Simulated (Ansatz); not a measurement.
Cost against result

The pair of CO (SMILES [C-]#[O+], atoms 1–2) and SiH4 (SMILES [SiH4], atoms 3–7), both closed shells, in one local arrangement (a lower one may exist), relaxed at PBE0-D4/def2-TZVP:

```csv
atom,x (Å),y (Å),z (Å)
C1,0.0542,0.4568,-3.4588
O2,-0.0458,0.3249,-2.3476
Si3,-0.0019,-0.1560,1.1596
H4,0.0358,-0.3607,2.6303
H5,0.8699,0.9904,0.7998
H6,-1.3964,0.1276,0.7374
H7,0.4842,-1.3828,0.4795
```

Interaction energies are counterpoise-corrected; the time is that of the whole pair.

Computed with Ansatz 0.2.0 (basis: as named in each row); correlated methods freeze the cores. B3LYP uses VWN-RPA correlation. Extrapolation: Hartree–Fock as exp(−7.88 √X), correlation as X^−2.97.

Times are rough, for one single point on 2 threads of a shared host (Arm Neoverse V2).

The estimate by CCSD(T) at an estimated basis limit (MP2 extrapolated from triple and quadruple zeta, plus CCSD(T) − MP2 in triple zeta) is -0.024 eV.

| method | basis | time (s) | interaction energy (eV) | method less estimate |
| --- | --- | --- | --- | --- |
| PBE-D4 | def2-TZVPPD | 2 | -0.026 | -0.002 |
| revPBE-D4 | def2-TZVPPD | 2 | -0.008 | 0.016 |
| BLYP-D4 | def2-TZVPPD | 2 | -0.009 | 0.015 |
| PBE0-D4 | def2-TZVPPD | 2 | -0.024 | 0.000 |
| HSE06-D4 | def2-TZVPPD | 2 | -0.025 | -0.001 |
| r2SCAN-D4 | def2-TZVPPD | 3 | -0.020 | 0.004 |
| B3LYP-D4 | def2-TZVPPD | 3 | -0.017 | 0.007 |
| B2PLYP | def2-TZVPPD | 4 | -0.004 | 0.020 |
| B97M-V | def2-TZVPPD | 6 | -0.023 | 0.001 |
| wB97X-V | def2-TZVPPD | 6 | -0.026 | -0.002 |
| wB97M-V | def2-TZVPPD | 7 | -0.023 | 0.001 |
| MP2 | def2-QZVPPD | 10 | -0.023 | 0.001 |
| CCSD(T) | def2-TZVPPD | 32 | -0.021 | 0.003 |

T1 diagnostic: at most 0.019.
